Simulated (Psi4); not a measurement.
# O3 (ozone): a chain of runs, part 2 of 3

Psi4 1.11. The steps go on from the part before.

## Step 4: The doublet cation: a structure relaxation at UCAM-B3LYP/def2-SVPD (density fitting) (run 3)

File o3.xyz:

```xyz
3
O3
O      0.847128    -0.534003     0.408837
O     -0.229250    -0.318088    -0.159644
O     -0.617878     0.852092    -0.249193
```

File job.py:

```python
import psi4

psi4.set_memory(1600000000)
psi4.set_num_threads(1)
psi4.set_output_file('output.dat', False)

with open('o3.xyz') as f:
    atoms = ''.join(f.readlines()[2:])
m = psi4.geometry('1 2\n' + atoms + 'symmetry c1')

psi4.set_options({
    'basis': 'def2-SVPD',
    'reference': 'uks',
    'geom_maxiter': 50,
})

e, wfn = psi4.optimize("CAM-B3LYP", return_wfn=True)
print(f'total energy {e:.8f} hartree = {e * 27.211386:.5f} eV')
print(m.to_string(dtype='xyz', units='Angstrom'))
```

The run is started by

```sh
python job.py
```

output.dat:

```text
Psi4 1.11 release

gradient() will perform analytic gradient computation.

   => Loading Basis Set <=

    Name: DEF2-SVPD
    Role: ORBITAL
    Keyword: BASIS

         ---------------------------------------------------------
                                   SCF
                              UKS Reference
                        1 Threads,   1525 MiB Core
         ---------------------------------------------------------

  ==> Geometry <==

    Molecular point group: c1
    Full point group: Cs

    Geometry (in Angstrom), charge = 1, multiplicity = 2:

       Center              X                  Y                   Z               Mass
    ------------   -----------------  -----------------  -----------------  -----------------
         O            0.939316499249    -0.536299930266     0.000000000000    15.994914619570
         O           -0.277794174147    -0.319456341068    -0.000000000000    15.994914619570
         O           -0.661522325102     0.855756271334    -0.000000000000    15.994914619570

  Running in c1 symmetry.

  Rotational constants: A =      3.92042  B =      0.46836  C =      0.41838 [cm^-1]
  Rotational constants: A = 117531.09944  B =  14041.19209  C =  12542.73772 [MHz]
  Nuclear repulsion =   70.753656803460032

  Charge       = 1
  Multiplicity = 2
  Electrons    = 23
  Nalpha       = 12
  Nbeta        = 11

  ==> Algorithm <==

  SCF Algorithm Type is DF.
  DIIS enabled.
  MOM disabled.
  Fractional occupation disabled.
  Guess Type is SAD.
  Energy threshold   = 1.00e-08
  Density threshold  = 1.00e-08
  Integral threshold = 1.00e-12

  ==> Primary Basis <==

  Basis Set: DEF2-SVPD
    Blend: DEF2-SVPD
    Number of shells: 27
    Number of basis functions: 69
    Number of Cartesian functions: 75
    Spherical Harmonics?: true
    Max angular momentum: 2

  ==> DFT Potential <==

   => LibXC <=

    Version 7.1.2

   => Composite Functional: CAM-B3LYP <=

    CAM-B3LYP Hyb-GGA Exchange-Correlation Functional

    Deriv               =              1
    GGA                 =           TRUE
    Meta                =          FALSE

    Exchange Hybrid     =           TRUE
    MP2 Hybrid          =          FALSE

   => Exchange Functionals <=

    0.3500         Becke 88 [omega = 0.3300]
    0.4600   Short-range recipe for B88 functional - erf [omega = 0.3300]

   => Exact (HF) Exchange <=

    0.4600            HF,LR [omega = 0.3300]
    0.1900               HF

   => Correlation Functionals <=

    0.1900   Vosko, Wilk & Nusair (VWN5)
    0.8100   Lee, Yang & Parr

   => LibXC Density Thresholds  <==

    XC_HYB_GGA_XC_CAM_B3LYP:  1.00E-14

   => Molecular Quadrature <=

    Radial Scheme          =       TREUTLER
    Pruning Scheme         =           NONE
    Nuclear Scheme         =       TREUTLER

    Blocking Scheme        =         OCTREE
    BS radius alpha        =              1
    Pruning alpha          =              1
    Radial Points          =             75
    Spherical Points       =            302
    Total Points           =          66675
    Total Blocks           =            552
    Max Points             =            256
    Max Functions          =             69
    Weights Tolerance      =       1.00E-15

   => Loading Basis Set <=

    Name: (DEF2-SVPD AUX)
    Role: JKFIT
    Keyword: DF_BASIS_SCF

  ==> Integral Setup <==

  DFHelper Memory: AOs need 0.026 GiB; user supplied 0.993 GiB.
  SCF_SUBTYPE=INCORE selected. In-core MEM_DF algorithm will be used.
  Using in-core AOs.

  ==> MemDFJK: Density-Fitted J/K Matrices <==

    J tasked:                   Yes
    K tasked:                   Yes
    wK tasked:                  Yes
    Omega:                3.300E-01
    Memory [MiB]:              1016
    Algorithm:                 Core
    Schwarz Cutoff:           1E-12
    Mask sparsity (%):       0.0420
    Fitting Condition:        1E-10

   => Auxiliary Basis Set <=

  Basis Set: (DEF2-SVPD AUX)
    Blend: DEF2-UNIVERSAL-JKFIT
    Number of shells: 75
    Number of basis functions: 231
    Number of Cartesian functions: 279
    Spherical Harmonics?: true
    Max angular momentum: 4

  Cached 100.0% of DFT collocation blocks in 0.125 [GiB].

  Minimum eigenvalue in the overlap matrix is 4.5522588599E-04.
  Reciprocal condition number of the overlap matrix is 8.0299632634E-05.
    Using symmetric orthogonalization.

  ==> Pre-Iterations <==

  SCF Guess: Superposition of Atomic Densities via on-the-fly atomic UHF (no occupation information).

   -------------------------
    Irrep   Nso     Nmo
   -------------------------
     A         69      69
   -------------------------
    Total      69      69
   -------------------------

  ==> Iterations <==

                           Total Energy        Delta E     RMS |[F,P]|

[... 4 lines left out ...]
   @DF-UKS iter   4:  -224.68547973930913   -1.84743e-03   3.92325e-04 ADIIS/DIIS
[... 4 lines left out ...]
   @DF-UKS iter   9:  -224.68584885828966   -5.82669e-07   2.52442e-06 DIIS
[... 4 lines left out ...]
   @DF-UKS iter  14:  -224.68584896635866   -2.81375e-12   7.47606e-09 DIIS
[... 12 lines left out ...]
   @S   Expected:                5.000000000E-01
[... 48 lines left out ...]
    One-Electron Energy =                -439.4034064856585360
[... 4 lines left out ...]
    Total Energy =                       -224.6858489663586624
[... 138 lines left out ...]
	                                 ==> Convergence Check <==
[... 123 lines left out ...]
                           Total Energy        Delta E     RMS |[F,P]|
[... 5 lines left out ...]
   @DF-UKS iter   4:  -224.69858723867361   -5.24086e-04   1.33125e-04 ADIIS/DIIS
[... 4 lines left out ...]
   @DF-UKS iter   9:  -224.69867630673238   -1.25169e-07   1.15031e-06 DIIS
[... 4 lines left out ...]
  Energy and wave function converged.
[... 12 lines left out ...]
   @S   Observed:                5.000000000E-01
[... 14 lines left out ...]
    Two-Electron Energy =                 161.9668090885604101
[... 27 lines left out ...]
 Dipole X            :         -0.0131615           -0.0000000           -0.0131615
[... 84 lines left out ...]
	Measures of convergence in internal coordinates in au.
[... 92 lines left out ...]
   @DF-UKS iter   0:  -224.75819930764470   -2.24758e+02   2.17301e-03
[... 4 lines left out ...]
   @DF-UKS iter   5:  -224.70182802396442   -1.06596e-06   2.97067e-06 DIIS
[... 4 lines left out ...]
   @DF-UKS iter  10:  -224.70182808104590   -6.02540e-12   1.14969e-08 DIIS
[... 12 lines left out ...]
   @Spin Contamination Metric:   6.705153165E-03
[... 5 lines left out ...]
    Final Occupation by Irrep:
[... 13 lines left out ...]
    DFT Exchange-Correlation Energy =     -18.6168667488873574
[... 27 lines left out ...]
 Dipole Y            :         -0.0325719            0.0000000           -0.0325719
[... 88 lines left out ...]
	   Step    Total Energy     Delta E     Max Force     RMS Force      Max Disp      RMS Disp
[... 88 lines left out ...]
   @DF-UKS iter   1:  -224.70193616503920    1.53982e-02   2.77143e-04 ADIIS/DIIS
[... 4 lines left out ...]
   @DF-UKS iter   6:  -224.70206759676196   -1.89203e-09   1.50461e-06 DIIS
[... 4 lines left out ...]
  Energy and wave function converged.
[... 12 lines left out ...]
   @S   Observed:                5.000000000E-01
[... 14 lines left out ...]
    Two-Electron Energy =                 163.6978853375762242
[... 27 lines left out ...]
 Dipole X            :         -0.0340163           -0.0000000           -0.0340163
[... 84 lines left out ...]
	Measures of convergence in internal coordinates in au.
[... 92 lines left out ...]
   @DF-UKS iter   0:  -224.69570833485722   -2.24696e+02   1.78093e-04
[... 4 lines left out ...]
   @DF-UKS iter   5:  -224.70208108051830   -3.02851e-08   6.78148e-07 DIIS
[... 4 lines left out ...]
   @DF-UKS iter  10:  -224.70208108381360   -7.16227e-12   5.95171e-09 DIIS
[... 12 lines left out ...]
   @S   Expected:                5.000000000E-01
[... 14 lines left out ...]
    One-Electron Energy =                -441.7978755854823589
[... 4 lines left out ...]
    Total Energy =                       -224.7020810838135958
[... 106 lines left out ...]
	                                 ==> Convergence Check <==
[... 92 lines left out ...]
                           Total Energy        Delta E     RMS |[F,P]|
[... 5 lines left out ...]
   @DF-UKS iter   4:  -224.70208190900010   -2.05605e-09   2.68875e-07 DIIS
[... 4 lines left out ...]
  Energy and wave function converged.
[... 12 lines left out ...]
   @S   Observed:                5.000000000E-01
[... 11 lines left out ...]
    Alpha Virtual:

      13A     -0.497873    14A     -0.219965    15A     -0.139084
      16A     -0.096970    17A     -0.091125    18A     -0.090669
      19A     -0.030452    20A     -0.025639    21A     -0.012562
[... 15 lines of this table left out ...]
      67A      3.159613    68A      3.732316    69A      3.974061

    Beta Occupied:

       1A    -19.935102     2A    -19.759060     3A    -19.758893
       4A     -1.888823     5A     -1.636416     6A     -1.169423
       7A     -1.096298     8A     -1.065748     9A     -1.038532
      10A     -0.815144    11A     -0.781346

    Beta Virtual:

      12A     -0.523042    13A     -0.484417    14A     -0.205059
      15A     -0.135630    16A     -0.092178    17A     -0.090057
      18A     -0.087213    19A     -0.027333    20A     -0.024619
[... 15 lines of this table left out ...]
      66A      3.126495    67A      3.169131    68A      3.749979
      69A      3.990211

    Final Occupation by Irrep:
              A
    DOCC [    11 ]
    SOCC [     1 ]
    NA   [    12 ]
    NB   [    11 ]

  @DF-UKS Final Energy:  -224.70208190939533

   => Energetics <=

    Nuclear Repulsion Energy =             72.1256239767532747
    One-Electron Energy =                -441.8629029919713957
    Two-Electron Energy =                 163.6607266993662506
    DFT Exchange-Correlation Energy =     -18.6255295935434653
    Empirical Dispersion Energy =           0.0000000000000000
    VV10 Nonlocal Energy =                  0.0000000000000000
    Total Energy =                       -224.7020819093953321

  UHF NO Occupations:
  HONO-2 :   10  A 1.9996227
  HONO-1 :   11  A 1.9973253
  HONO-0 :   12  A 1.0000000
  LUNO+0 :   13  A 0.0026747
  LUNO+1 :   14  A 0.0003773
  LUNO+2 :   15  A 0.0001294
  LUNO+3 :   16  A 0.0000848

Computation Completed

Properties will be evaluated at   0.000000,   0.000000,   0.000000 [a0]

Properties computed using the SCF density matrix

 Multipole Moments:

 ------------------------------------------------------------------------------------
     Multipole            Electronic (a.u.)      Nuclear  (a.u.)        Total (a.u.)
 ------------------------------------------------------------------------------------

 L = 1.  Multiply by 2.5417464519 to convert [e a0] to [Debye]
 Dipole X            :         -0.0345731            0.0000000           -0.0345731
 Dipole Y            :         -0.0397560            0.0000000           -0.0397560
 Dipole Z            :          0.0000000            0.0000000            0.0000000
 Magnitude           :                                                    0.0526863

 ------------------------------------------------------------------------------------

	total time  =          4 seconds =       0.07 minutes

         ------------------------------------------------------------
                                   SCF GRAD
         ------------------------------------------------------------

  ==> Geometry <==

    Molecular point group: c1
    Full point group: Cs

    Geometry (in Angstrom), charge = 1, multiplicity = 2:

       Center              X                  Y                   Z               Mass
    ------------   -----------------  -----------------  -----------------  -----------------
         O            0.931667055223    -0.606344875456     0.000000000000    15.994914619570
         O           -0.201839668477    -0.232111716364    -0.000000000000    15.994914619570
         O           -0.729827386746     0.838456591819    -0.000000000000    15.994914619570

  Nuclear repulsion =   72.125623976753275

   => Molecular Quadrature <=

    Radial Scheme          =       TREUTLER
    Pruning Scheme         =           NONE
    Nuclear Scheme         =       TREUTLER

    Blocking Scheme        =         OCTREE
    BS radius alpha        =              1
    Pruning alpha          =              1
    Radial Points          =             75
    Spherical Points       =            302
    Total Points           =          66684
    Total Blocks           =            558
    Max Points             =            256
    Max Functions          =             69
    Weights Tolerance      =       1.00E-15

  -Total Gradient:
     Atom            X                  Y                   Z
    ------   -----------------  -----------------  -----------------
       1       -0.000169360802     0.000005379597    -0.000000000000
       2        0.000134899206     0.000155508422    -0.000000000000
       3        0.000028971625    -0.000167201367    -0.000000000000

	total time  =          1 seconds =       0.02 minutes

    			-----------------------------------------

    			 OPTKING 3.0: for geometry optimizations

    			        with contributions from

    			-----------------------------------------

	                            ===> Fragment 1 <==

	 Z (Atomic Numbers)          Masses                          Geom
	       8.000000            15.994915          1.76059557 -1.14582575  0.00000000
	       8.000000            15.994915         -0.38142169 -0.43862757 -0.00000000
	       8.000000            15.994915         -1.37917388  1.58445333 -0.00000000

	 - Coordinate -           - BOHR/RAD -       - ANG/DEG -
	 R(1,2)           =         2.255741           1.193687
	 R(2,3)           =         2.255741           1.193687
	 B(1,2,3)         =         2.347864         134.522711

	        --- Internal Coordinate Step in ANG or DEG, aJ/ANG or AJ/DEG ---
	-------------------------------------------------------------------------------
	           Coordinate      Previous         Force          Change          New
	           ----------      --------        ------          ------        ------
	               R(1,2)       1.19369        0.00133        0.00013       1.19382
	               R(2,3)       1.19369        0.00133        0.00013       1.19382
	             B(1,2,3)     134.52271       -0.00001       -0.02283     134.49989
	-------------------------------------------------------------------------------

	                                 ==> Convergence Check <==

	Measures of convergence in internal coordinates in au.

	Criteria marked as inactive (o), active & met (*), and active & unmet ( ).

	----------------------------------------------------------------------------------------------
	   Step    Total Energy     Delta E     Max Force     RMS Force      Max Disp      RMS Disp
	----------------------------------------------------------------------------------------------
	  Convergence Criteria     1.00e-06 *    3.00e-04 *             o    1.20e-03 *             o
	----------------------------------------------------------------------------------------------
	     6    -224.70208191   -8.26e-07 *    1.62e-04 *    1.45e-04 o    3.98e-04 *    3.04e-04 o  ~
	----------------------------------------------------------------------------------------------

Next Geometry in Ang
	Fragment 1 (Ang)

	    O   0.9317460147  -0.6062947164   0.0000000000
	    O  -0.2019573114  -0.2322470886  -0.0000000000
	    O  -0.7297887033   0.8385418050  -0.0000000000

    Final optimized geometry and variables:
    Molecular point group: c1
    Full point group: Cs

    Geometry (in Angstrom), charge = 1, multiplicity = 2:

    O            0.931667055223    -0.606344875456     0.000000000000
    O           -0.201839668477    -0.232111716364    -0.000000000000
    O           -0.729827386746     0.838456591819    -0.000000000000

[set-up sections that repeat, and orbital energies of the middle runs, are left out above]
```

The script printed:

```text
Optimizer: Optimization complete!
total energy -224.70208191 hartree = -6114.45509 eV
3
1 2 O3
O                     0.931667055223    -0.606344875456     0.000000000000
O                    -0.201839668477    -0.232111716364     0.000000000000
O                    -0.729827386746     0.838456591819     0.000000000000
```

Run time: 43 s. Hardware: 1 thread of AMD EPYC 7R43 (Zen 3), shared host; peak memory 0.37 GiB.

Step by step:

| step | energy from the first frame kept (eV) | largest force (eV/Å) |
| --- | --- | --- |
| 0 | 0.0000 | 5.2528 |
| 1 | -0.3491 | 2.2451 |
| 2 | -0.4348 | 0.5674 |
| 3 | -0.4413 | 0.1603 |
| 4 | -0.4417 | 0.0379 |
| 5 | -0.4417 | 0.0106 |

After the run. Bond lengths: O1–O2 1.194 Å, O2–O3 1.194 Å. Angles: O1–O2–O3 134.5°.

## Step 5: The doublet anion: a single-point energy at UCAM-B3LYP/def2-SVPD (density fitting) (run 4)

File o3.py:

```python
import psi4

psi4.set_memory('1600 MB')
psi4.set_num_threads(1)
psi4.core.set_output_file('run.log', False)

geom = psi4.geometry("""
-1 2
O      0.847128    -0.534003     0.408837
O     -0.229250    -0.318088    -0.159644
O     -0.617878     0.852092    -0.249193
symmetry c1
""")

psi4.set_options({
    'reference': 'uks',
})

e = psi4.energy('cam-b3lyp/def2-SVPD')
print(f'cam-b3lyp/def2-SVPD energy: {e:.10f} Eh')
```

The run is started by

```sh
python o3.py
```

run.log, shortened:

```text
[...]
  Running in c1 symmetry.
[...]
  Nuclear repulsion =   70.753656803460032
[...]
  Multiplicity = 2
[...]
  Nalpha       = 13
  Nbeta        = 12
[...]
    Number of basis functions: 69
[...]
   @DF-UKS iter   1:  -225.08648036819889   -1.80249e-01   9.58964e-03 ADIIS/DIIS
[...]
   @DF-UKS iter   9:  -225.26464001901223   -6.03433e-09   3.96257e-07 DIIS
[...]
   @S^2 Observed:                7.545477302E-01
[...]
  @DF-UKS Final Energy:  -225.26464001901223
   => Energetics <=
    Nuclear Repulsion Energy =             70.7536568034600322
    One-Electron Energy =                -456.8454734942752111
    Two-Electron Energy =                 179.9654364641327220
    DFT Exchange-Correlation Energy =     -19.1382597923297872
    Empirical Dispersion Energy =           0.0000000000000000
    VV10 Nonlocal Energy =                  0.0000000000000000
    Total Energy =                       -225.2646400190122336
[...]
```

On the terminal:

```text
cam-b3lyp/def2-SVPD energy: -225.2646400190 Eh
```

Run time: 7.5 s. Hardware: 1 thread of AMD EPYC 7R43 (Zen 3), shared host; peak memory 0.34 GiB.

(Continued in part 3 of 3.)
